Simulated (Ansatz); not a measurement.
# BiOBr (P4/nmm, No. 129)

Calculation: LDA (Ansatz, a first-principles code, plane waves, PAW).

Settings: plane-wave cutoff 520 eV, 10×10×4 k mesh (along the axes of the cell as run), Fermi–Dirac smearing 0.01 eV, scalar-relativistic PAW data made under PBE.

Cell (measured lattice):

```cif
data_Bi2Br2O2
_chemical_formula_sum 'Bi2 O2 Br2'
_space_group_name_H-M_alt 'P 1'
_space_group_IT_number 1
_cell_length_a 3.91600
_cell_length_b 3.91600
_cell_length_c 8.07700
_cell_angle_alpha 90.000
_cell_angle_beta 90.000
_cell_angle_gamma 90.000
loop_
_space_group_symop_operation_xyz
  'x, y, z'
loop_
_atom_site_label
_atom_site_type_symbol
_atom_site_fract_x
_atom_site_fract_y
_atom_site_fract_z
_atom_site_occupancy
Bi1 Bi 0.00000 0.50000 0.15400 1
Bi2 Bi 0.50000 0.00000 0.84600 1
O1 O 0.00000 0.00000 0.00000 1
O2 O 0.50000 0.50000 0.00000 1
Br1 Br 0.00000 0.50000 0.65300 1
Br2 Br 0.50000 0.00000 0.34700 1
```

| Property | Value |
|---|---|
| band gap | 2.04 eV |
| smallest direct gap on the k points sampled | 2.22 eV |
| direct gap at Γ | 2.96 eV |

Note: cell and atoms aren't relaxed at this level (largest force component 0.19 eV/Å, pressure -2.6 GPa).

Spin–orbit coupling is not included; with these elements it can move the gap by several tenths of an eV or more.

Computed values are for the static lattice.
